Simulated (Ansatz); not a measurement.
Frontier orbitals of C$_{2}$H$_{6}$N$_{2}$ (`N/C=C\N`).

Charge 0, multiplicity 1. Geometry: relaxed with PBE0-D4/def2-TZVP. It is one conformer, not always the lowest. Basis def2-TZVPP, the Gaussian-basis code of Ansatz.

```json
{"functional": "r2SCANh", "HOMO (eV)": "-4.51", "LUMO (eV)": "1.06"}
```

**Question.** Give HOMO and LUMO (eV) with LDA (SPW92), PBE, revPBE, BLYP, r2SCAN, B97M-V, PBE0, B3LYP, r2SCAN0, HSE06 (plane-wave form), BHLYP, CAM-B3LYP, LC-ωPBE, ωB97X-V, ωB97M-V, HF. (Best estimate.)

**Answer.** The calculation gave: 
```csv
functional,HOMO,LUMO
LDA (SPW92),-4.07,0.02
PBE,-3.91,0.14
revPBE,-3.85,0.20
BLYP,-3.80,0.11
r2SCAN,-4.08,0.77
B97M-V,-4.14,0.35
PBE0,-5.06,1.00
B3LYP,-4.87,0.63
r2SCAN0,-5.18,1.46
HSE06 (plane-wave form),-4.66,0.63
BHLYP,-6.11,1.62
CAM-B3LYP,-6.39,1.78
LC-ωPBE,-7.70,3.14
ωB97X-V,-7.35,2.92
ωB97M-V,-7.28,2.45
HF,-7.64,3.66
```

B3LYP here is the variant with VWN-RPA as its local correlation; programs differ in this. LC-ωPBE has ω = 0.4 bohr⁻¹. Positive LUMOs are unbound and depend on the basis.
